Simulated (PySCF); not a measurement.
# TDDFT beside published excitation energies

Published values to compare with (the computed states carry no symmetry labels, so the two lists aren't matched line by line):

```tsv
state	E (eV)	f	kind of transition	source
3B2(π→π*)	3.74		band maximum or as reported	[1]
3B2(π→π*)	3.97		vertical absorption	[2]
3A1(π→π*)	4.62		band maximum or as reported	[1]
3A1(π→π*)	4.76		vertical absorption	[2]
1A1(π→π*, first)	5.16		0-0 transition	[1]
1A1(π→π*)	5.62		vertical absorption	[3]
1A1(π→π*)	5.64	0.070	vertical absorption	[2]
3B1(π→3p)	5.93		vertical absorption	[2]
1B2(π→π*)	5.94		vertical absorption	[3]
1B2(π→π*)	5.98	0.079	vertical absorption	[2]
1B2(π→π*)	5.99		0-0 transition	[1]
3A2(π→3s)	6.08		vertical absorption	[2]
1B1(π→3p)	6.12		vertical absorption	[3]
1A2(π→3s)	6.13		vertical absorption	[3]
1A2(π→3s)	6.14		vertical absorption	[2]
1B1(π→3p)	6.14	0.010	vertical absorption	[2]
1A2(π→3p)	6.21		vertical absorption	[2]
1A2(π→3p)	6.23		vertical absorption	[3]
1B1(π→3s)	6.49		vertical absorption	[3]
1B1(π→3s)	6.49	0.000	vertical absorption	[2]
1B2(π→3p)	7.27		vertical absorption	[3]
1B2(π→3p)	7.29	0.082	vertical absorption	[2]
1A1(π→π*)	7.30		vertical absorption	[3]
```

[1] measured, gas; Loos, Lipparini, Boggio-Pasqua, Scemama, Jacquemin (2019), arXiv:1912.04173, literature columns
[2] computed, theoretical best estimate (aug-cc-pVTZ, frozen core, CC3 geometry), gas; Veril, Scemama, Caffarel, Lipparini, Boggio-Pasqua, Jacquemin, Loos, WIREs Comput. Mol. Sci. 2021, 11, e1517 (QUESTDB)
[3] computed, theoretical best estimate (aug-cc-pVTZ), revised with CC4, gas; Loos, Lipparini, Matthews, Blondel, Jacquemin, revising reference values with EOM-CC4 (2022), arXiv:2204.11658

Species: thiophene, C₄H₄S.
SMILES with atom numbers: `[cH:1]1[cH:2][cH:3][s:4][cH:5]1` (hydrogens: H6 on C1; H7 on C2; H8 on C3; H9 on C5)

Theory: TDDFT CAM-B3LYP/def2-SVPD, vertical, gas phase, core orbitals frozen in the response (PySCF). Geometry: GFN2-xTB; no solvent, vibrations or thermal averaging.

Computed singlets: 5.91 eV (f 0.080); 5.99 eV (f 0.101); 6.38 eV (f 0.006); 6.39 eV (f 0.000); 6.86 eV (f 0.000); 7.14 eV (f 0.005); 7.45 eV (f 0.000); 7.64 eV (f 0.061). Computed triplets (Tamm–Dancoff): 3.85, 4.65, 5.98 eV.

Problem. How does the lowest computed singlet compare with the best estimate listed for the lowest singlet (vertical absorption)?

Solution. 5.91 eV against 5.62 eV for 1A1(π→π*) [3]: a difference of +0.29 eV. Geometry and basis of the two calculations needn't be the same.

Problem. How does the lowest computed triplet compare with the best estimate listed for the lowest triplet (vertical absorption)?

Solution. 3.85 eV against 3.97 eV for 3B2(π→π*) [2]: a difference of -0.12 eV. Geometry and basis of the two calculations needn't be the same.

Note on [3]: revises the 2021 QUESTDB value.

Adiabatic (Te) and 0-0 energies refer to the relaxed excited state and aren't the vertical quantity computed here.

A measured band maximum holds vibronic effects and, in solution, solvent shifts, so it needn't equal the vertical energy.
